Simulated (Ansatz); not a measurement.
# C6H12: up Jacob's ladder to CCSD(T)

The task here is to estimate one member of a computed series from the others.

Computed with Ansatz 0.2.0, Gaussian basis. Level: functionals in def2-TZVPP, the program's frozen cores in correlated methods.

The runs, in order: PBE-D4, r2SCAN-D4, PBE0-D4, B3LYP-D4, ωB97X-V, ωB97M-V, B2PLYP; CCSD(T)/def2-TZVPP; MP2/def2-QZVPP; extrapolation to the limit.

## Structure used throughout

All runs share one geometry, relaxed beforehand with PBE0-D4 in a triple-zeta def2 set.

SMILES `C1CCCCC1`, 18 atoms, charge 0, spin multiplicity 1.

Atoms are counted from 1 here; the program's logs count them from 0.

Bond lengths: C1–C2 1.521 Å, C1–C6 1.534 Å, C1–H7 1.096 Å, C1–H8 1.093 Å, C2–C3 1.534 Å, C2–H9 1.096 Å, C2–H10 1.093 Å, C3–C4 1.534 Å, C3–H11 1.094 Å, C3–H12 1.094 Å, C4–C5 1.521 Å, C4–H13 1.096 Å, C4–H14 1.093 Å, C5–C6 1.534 Å, C5–H15 1.093 Å, C5–H16 1.096 Å, C6–H17 1.094 Å, C6–H18 1.094 Å. Angles: C2–C1–C6 110.7°, C2–C1–H7 108.8°, C2–C1–H8 111.0°, C6–C1–H7 110.0°, C6–C1–H8 110.2°, H7–C1–H8 106.1°, C1–C2–C3 110.7°, C1–C2–H9 108.8°, C1–C2–H10 111.0°, C3–C2–H9 110.0°, C3–C2–H10 110.2°, H9–C2–H10 106.1°, C2–C3–C4 112.0°, C2–C3–H11 109.4°, C2–C3–H12 109.8°, C4–C3–H11 109.8°, C4–C3–H12 109.4°, H11–C3–H12 106.2° and more.

Set-up of the first run:

in.yaml

```yaml
crystal:
  periodic: [false, false, false]
  atoms:
    - {symbol: C, position_ang: [-0.613012, 0.630013, 1.128218]}
    - {symbol: C, position_ang: [0.869229, 0.290215, 1.098730]}
    - {symbol: C, position_ang: [1.118001, -0.980880, 0.276488]}
    - {symbol: C, position_ang: [0.097221, -1.140696, -0.857345]}
    - {symbol: C, position_ang: [-0.355535, 0.218377, -1.368570]}
    - {symbol: C, position_ang: [-1.116185, 0.982730, -0.277282]}
    - {symbol: H, position_ang: [-1.165178, -0.232761, 1.517712]}
    - {symbol: H, position_ang: [-0.812319, 1.453986, 1.818468]}
    - {symbol: H, position_ang: [1.415430, 1.132724, 0.659622]}
    - {symbol: H, position_ang: [1.263306, 0.168312, 2.111119]}
    - {symbol: H, position_ang: [2.130648, -0.954089, -0.137575]}
    - {symbol: H, position_ang: [1.077585, -1.858519, 0.928953]}
    - {symbol: H, position_ang: [-0.778738, -1.691998, -0.497181]}
    - {symbol: H, position_ang: [0.521936, -1.741558, -1.665853]}
    - {symbol: H, position_ang: [-0.978887, 0.113398, -2.260477]}
    - {symbol: H, position_ang: [0.526331, 0.789627, -1.679936]}
    - {symbol: H, position_ang: [-1.013987, 2.058821, -0.448190]}
    - {symbol: H, position_ang: [-2.185835, 0.762309, -0.346904]}
basis:
  gaussian: {orbitals: def2-TZVPP}
hamiltonian: {xc: pbe, dispersion: d4}
output: {forces: true, orbitals: {seedname: orbitals}}
```

The run is started by

```bash
$ ansatz run in.yaml --threads 2 --pin off --events-out ev --progress --plain --max-ram 32768MiB --backend cuda --devices 0, --max-vram 18GiB
```

Among the steps run: PBE-D4 (GGA); r2SCAN-D4 (meta-GGA); PBE0-D4 (hybrid); B3LYP-D4 (hybrid); ωB97X-V (range-separated); ωB97M-V (range-separated); B2PLYP (double hybrid); CCSD(T) in def2-TZVPP; MP2 in def2-QZVPP.

One table of the session follows, with a row left open; its other results are not shown here.

| method | atomisation energy (kJ/mol) |
| --- | --- |
| PBE-D4 | 7496.4 |
| r2SCAN-D4 | 7373.7 |
| PBE0-D4 | 7427.0 |
| B3LYP-D4 | 7357.1 |
| ωB97X-V | 7372.3 |
| ωB97M-V | ? |
| B2PLYP | 7285.5 |
| HF/def2-TZVPP | 5587.9 |
| MP2/def2-TZVPP | 7282.8 |
| CCSD/def2-TZVPP | 7121.6 |
| CCSD(T)/def2-TZVPP | 7207.2 |
| MP2/CBS | 7429.8 |
| CCSD(T)/CBS | 7354.2 |

**Question.** Estimate the row for ωB97M-V.

The run gave: atomisation energy (kJ/mol): 7378.4. In the column «atomisation energy (kJ/mol)» it lies between r2SCAN-D4 (7373.7) and PBE0-D4 (7427.0).

Caveats from the session: Free atoms (6 C, 12 H) were run apart at each level; the atomisation energy is their sum less the molecule, without zero-point or spin-orbit terms.
